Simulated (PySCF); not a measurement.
C3H5NO2: core ionisation energies

C₃H₅NO₂.
Structure used (GFN2-xTB), in Å, numbered top down from 1:
```xyz
11
C3H5NO2 angstrom
N      1.4465   -0.1932    0.5751
C      0.7797   -0.4340   -0.5677
O      1.1454   -1.1831   -1.4382
C     -0.5123    0.4013   -0.6993
C     -1.4045    0.1657    0.4770
O     -1.0904    0.3835    1.6188
H      0.9790    0.2804    1.3353
H      2.2533   -0.7582    0.7856
H     -0.1980    1.4469   -0.7082
H     -0.9987    0.1514   -1.6393
H     -2.3946   -0.2581    0.2351
```

Computed with PySCF, delta-SCF UKS SCAN, pcX-2 on the ionised atom, pcseg-1 elsewhere, spin-free X2C. Binding energies are ΔSCF values: E(core-ionised, relaxed orbitals) − E(ground state) at a fixed geometry, referred to the vacuum level.

**Question.** List the computed XPS lines with their assignment.

**Answer.** 
| atom(s) | bonded to | level | binding energy (eV) | above the level's lowest (eV) | count |
| --- | --- | --- | --- | --- | --- |
| N1 | C and 2 H | N 1s | 406.12 | 0.00 | 1 |
| C2 | O (double bond), N and C | C 1s | 294.20 | +2.61 | 1 |
| O3 | C (double bond) | O 1s | 537.29 | 0.00 | 1 |
| C4 | 2 C and 2 H | C 1s | 291.59 | 0.00 | 1 |
| O6 | C (double bond) | O 1s | 538.43 | +1.14 | 1 |

The listed C 1s values span 2.61 eV, from C4 (bonded to 2 C and 2 H) to C2 (bonded to O (double bond), N and C). Summing the Pauling electronegativity differences to the bonded atoms, each weighted by its formal bond order, gives -0.70 for the lowest site and +2.27 for the highest.

Lowest listed O 1s: O3, bonded to C (double bond). Highest, 1.14 eV above it: O6, bonded to C (double bond). Summing the Pauling electronegativity differences to the bonded atoms, each weighted by its formal bond order, gives -1.78 for the lowest site and -1.78 for the highest; the sum is the same at every site.

**Question.** Which photon energy gives electrons from C 1s of C2 a kinetic energy of 150 eV, and what is their de Broglie wavelength?

**Answer.** hν = 294.20 + 150 = 444.20 eV, recoil neglected; λ = 12.264 Å/√(E/eV) = 1.00 Å.

The list is incomplete; no value stands for C 1s of C5 (hole states with ⟨S²⟩ of 1 or more are left out). One conformer (not necessarily the lowest) at the GFN2-xTB geometry, without solvent, vibrations or thermal averaging.
